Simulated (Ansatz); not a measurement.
System (SMILES): C#N (CH-N).
Atoms: C1, N2, H3. Bonds: C1-N2, C1-H3.

Basis-set convergence of the harmonic zero-point energy at HF with Ansatz (a first-principles code). Each level at its own minimum, finite differences of forces, unscaled; the reference is a large set that could be run, not a limit. Cartesian d functions, on some or all atoms, in 6-31G**, 6-31+G*; all else is spherical. The program fits the integrals of some runs and decomposes those of others, by size. Core-valence sets carry the plain set on hydrogen. No added dispersion term, no relativity. Reference: the value in aug-pcseg-2, 11.12 kcal/mol. Deviations are taken from unrounded values.

```tsv
basis	functions	harmonic zero-point energy (kcal/mol)	minus reference (kcal/mol)
3-21G	20	11.53	0.41
6-31G	20	11.18	0.07
pcseg-0	20	11.12	0.00
def2-SV(P)	30	11.17	0.05
cc-pVDZ	33	11.16	0.04
6-31G**	35	11.22	0.10
6-31+G*	40	11.22	0.10
6-311G**	42	11.18	0.06
6-311+G**	50	11.13	0.01
aug-pcseg-1	55	11.11	-0.01
def2-TZVP	68	11.13	0.01
cc-pVTZ	74	11.12	0.00
def2-TZVPP	76	11.13	0.01
def2-TZVPPD	91	11.12	0.00
jun-cc-pV(T+d)Z	92	11.09	-0.02
cc-pCVTZ	100	11.11	0.00
aug-cc-pVTZ	115	11.11	0.00
aug-pcseg-2	115	11.12	0.00
```
